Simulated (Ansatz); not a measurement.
Ideal-gas functions of C2H2FNO, SMILES `N=C(F)C=O` at 500 K and 1 bar, from an Ansatz frequency run at PBE0-D4/def2-TZVP.

Molar mass 75.04 g/mol, point group Cs (symmetry number 1), electronic degeneracy 1, moments of inertia 47.52, 112.178, 159.698 u Å². Harmonic wavenumbers (cm⁻¹, unscaled): 139, 259, 487, 526, 674, 860, 941, 1034, 1080, 1353, 1375, 1787, 1850, 2997, 3515.

Use S(trans) = R[1.5 ln M + 2.5 ln T − 1.1517]; rotational temperatures θ = 24.2544 K / I; S(rot) = R[ln(√π/σ · √(T³/θAθBθC)) + 1.5]; for each mode x = 1.438777 ν̃/T, S = R[x/(eˣ − 1) − ln(1 − e⁻ˣ)] and H = RT x/(eˣ − 1); 1 cm⁻¹ = 0.0119627 kJ/mol; R = 8.31446 J/(mol·K).

By hand: the entropy, in J/(mol·K).

Translation 173.5. Rotation: θ = 0.5104, 0.2162, 0.1519 K, giving 111.7. Vibration, mode by mode: 15.99, 10.95, 6.16, 5.62, 4.00, 2.62, 2.18, 1.77, 1.59, 0.84, 0.80, 0.30, 0.26, 0.01, 0.00, in all 53.1. Electronic 0.0. Sum 338.3 J/(mol·K).

By hand: H − E and G − E in kJ/mol, counted from the electronic energy.

Zero-point energy ½ × 18877 × 0.0119627 = 112.9; thermal vibration 15.1; translation, rotation and pV give 4 RT = 16.6. H − E = 144.6 kJ/mol, and G − E = 144.6 − 500 × 338.3/1000 = -24.6 kJ/mol.

Vibration gives 16 % of the entropy, 16.0 J/(mol·K) of it from the mode under 150 cm⁻¹: soft modes count most, and the harmonic formula is weakest for them. The sum counts one conformer and one mirror image; others add a mixing term.
